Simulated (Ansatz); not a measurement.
Born–Oppenheimer molecular dynamics of CH5AlO (8 atoms, charge 0, multiplicity 1). It starts from a relaxed structure.

All numbers below come from RKS PBE-D4/def2-SVP in Ansatz.

| Property | Result |
| --- | --- |
| ensemble | NVT, Nosé–Hoover chain |
| time step | 0.5 fs |
| steps asked | 250 |
| set temperature | 200 K |
| thermostat | time constant 100 fs, chain length 3 (defaults) |
| seed | 539851 |

First frame:

```xyz
8
Properties=species:S:1:pos:R:3
Al -0.033 -0.102 -0.049
O -0.019 0.060 1.669
H -0.829 0.017 2.203
C 1.695 0.007 -0.955
H 1.946 -0.957 -1.448
H 1.687 0.776 -1.758
H 2.516 0.252 -0.250
H -1.437 -0.335 -0.791
```

(1) How far do the bonds stretch over the last three quarters of this one trajectory? (Pairs bonded in most of those frames.)

## Answers

(1) 
```
  bond  mean (Å)  spread (Å)  shortest  longest
Al1–O2     1.729       0.018      1.70     1.76
Al1–C4     1.956       0.015      1.92     1.98
Al1–H8     1.606       0.034      1.55     1.66
 O2–H3     0.972       0.019      0.94     1.00
 C4–H5     1.114       0.034      1.05     1.18
 C4–H6     1.111       0.022      1.08     1.15
 C4–H7     1.114       0.030      1.06     1.16
```

Mean temperature of the second half: 124 K. The conserved energy stayed within 0.3 meV per atom of its start (net change 0.13 meV per atom), so the integration is sound. The mean temperature of the second half is 38 % below the set value. A run of 0.12 ps of so small a system gives no equilibrium averages.

Run time: 6.7 min on 1 thread of Arm Neoverse V1 (shared host), peak memory 0.11 GiB.
